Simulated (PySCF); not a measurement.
Species: B(H2S)H3.
Z-matrix (Å and degrees, PBE0-D3(BJ)/def2-SVP geometry), rows numbered from 1:
```
B 
S   1  1.9952
H   2  1.3539  1  103.84
H   2  1.3539  1  103.81  3    96.22
H   1  1.2181  2  100.20  3    73.54
H   1  1.2146  2  106.78  3   -48.08
H   1  1.2181  2  100.18  3  -169.68
```

The closed-shell ground state was solved at several levels (PySCF, density fitting, gas phase, non-relativistic).

| level | basis functions | HOMO (eV) | LUMO (eV) | gap (eV) | dipole (D) |
| --- | --- | --- | --- | --- | --- |
| wB97X-D/def2-SVPD | 87 | -10.26 | 1.10 | 11.36 | 3.91 |
| PBE0/pcSseg-1 | 66 | -8.34 | -0.31 | 8.03 | 4.26 |

Estimate the row for KT2/pcSseg-1, a basis of 66 functions; the other rows only guide the guess.

HOMO -7.03 eV, LUMO -1.28 eV, gap 5.75 eV, dipole 4.12 D.

Over all these levels, which gives the widest orbital gap and which the narrowest?

wB97X-D/def2-SVPD (range-separated hybrid) has the widest, 11.36 eV, and KT2/pcSseg-1 (GGA) the narrowest, 5.75 eV. Functional and basis both differ between the two, so the spread mixes both effects.

How far do the dipole and the HOMO energy spread over the levels?

The dipole runs from 3.91 to 4.26 D (mean 4.09 D) and the HOMO from -10.26 to -7.03 eV.
